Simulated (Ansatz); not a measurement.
# CH3Si (doublet): from Hartree-Fock to the top rungs at distance Si1–C2 = 1.890 Å, cc-pVTZ

How much of the correlation energy of CH3Si (doublet) does each wave-function method recover here?

Computed with Ansatz 0.2.0, Gaussian basis. Level: cc-pVTZ, core rule «outside noble gas», up to 6 orbitals frozen.

To be run: UHF; CCSD(T) on ROHF; CCSD(T) on UHF; BCCD(T) on ROHF; CCSDT(Q) on ROHF; CCSDT(Q) on UHF; CASSCF and NEVPT2, 3 electrons in 3 orbitals; CASSCF and NEVPT2, 11 electrons in 11 orbitals.

1 further run of the same task is left out (for a known fault of the program). Runs told in other sessions of the task aren't counted.

**1. The system**

The geometry derives from a PBE0/def2-TZVP stationary point (not a proven minimum). One bond is set to the value named and the two fragments are kept rigid.

5 atoms, charge 0, spin multiplicity 2.

Atoms are counted from 1 here; the program's logs count them from 0.

Bond lengths: Si1–C2 1.890 Å, Si1–H3 1.488 Å, Si1–H4 1.488 Å, Si1–H5 1.492 Å. Angles: C2–Si1–H3 112.5°, C2–Si1–H4 112.5°, C2–Si1–H5 101.7°, H3–Si1–H4 109.7°, H3–Si1–H5 110.2°, H4–Si1–H5 110.2°.

**2. UHF**

Input file in.yaml:

```yaml
crystal:
  periodic: [false, false, false]
  atoms:
    - {symbol: Si, position_ang: [-0.002716, 0.000000, 0.492711]}
    - {symbol: C, position_ang: [0.023717, -0.000001, -1.396758]}
    - {symbol: H, position_ang: [0.630455, -1.216386, 1.069825]}
    - {symbol: H, position_ang: [0.630650, 1.216284, 1.069826]}
    - {symbol: H, position_ang: [-1.468051, 0.000117, 0.775218]}
basis:
  gaussian: {orbitals: cc-pVTZ}
magnetization: {spin_polarized: true, initial_magnetization: 1}
hamiltonian: {xc: hf}
output: {orbitals: {seedname: orbitals}}
```

Started as:

```bash
> ansatz run in.yaml --threads 1 --pin off --events-out ev --progress --plain --max-ram 2560MiB --backend cpu
```

Further steps of the session: CCSD(T) on ROHF; CCSD(T) on UHF; BCCD(T) on ROHF; CCSDT(Q) on ROHF; CCSDT(Q) on UHF; CASSCF and NEVPT2, 3 electrons in 3 orbitals; CASSCF and NEVPT2, 11 electrons in 11 orbitals.

**Question.** What will the summary of the whole plan be? Wanted: UCCSDT(Q) from the RHF energy; RMP2 from UCCSDT(Q); UMP2 from UCCSDT(Q); RCCSD from UCCSDT(Q); RCCSD(T) from UCCSDT(Q); UCCSD(T) from UCCSDT(Q); RCCSDT(Q) from UCCSDT(Q); NEVPT2 pair from UCCSDT(Q); NEVPT2 valence from UCCSDT(Q).

**Answer**, as computed:

| quantity | value |
| --- | --- |
| UCCSDT(Q) from the ROHF energy | -7.6664 eV |
| RMP2 from UCCSDT(Q) | +35.66 kcal/mol |
| UMP2 from UCCSDT(Q) | +36.87 kcal/mol |
| RCCSD from UCCSDT(Q) | +6.99 kcal/mol |
| RCCSD(T) from UCCSDT(Q) | +1.32 kcal/mol |
| UCCSD(T) from UCCSDT(Q) | +1.51 kcal/mol |
| RCCSDT(Q) from UCCSDT(Q) | +0.05 kcal/mol |
| NEVPT2 pair from UCCSDT(Q) | +33.89 kcal/mol |
| NEVPT2 valence from UCCSDT(Q) | +32.64 kcal/mol |
| levels within 1 kcal/mol (43 meV) | RCCSDT, UCCSDT, RCCSDT(Q) |
| T1 diagnostic | 0.020 |
| effectively unpaired electrons | 1.06 |

**Reading.** RCCSD(T) misses by +1.32 kcal/mol, 0.7 % of the correlation energy. One determinant dominates. Of the multireference levels listed NEVPT2 valence comes nearest in total energy (+32.64 kcal/mol), which doesn't show that its space is the better one. These misses are within one basis, not against nature; the frozen cores of restricted and unrestricted runs differ, which can shift their rows.
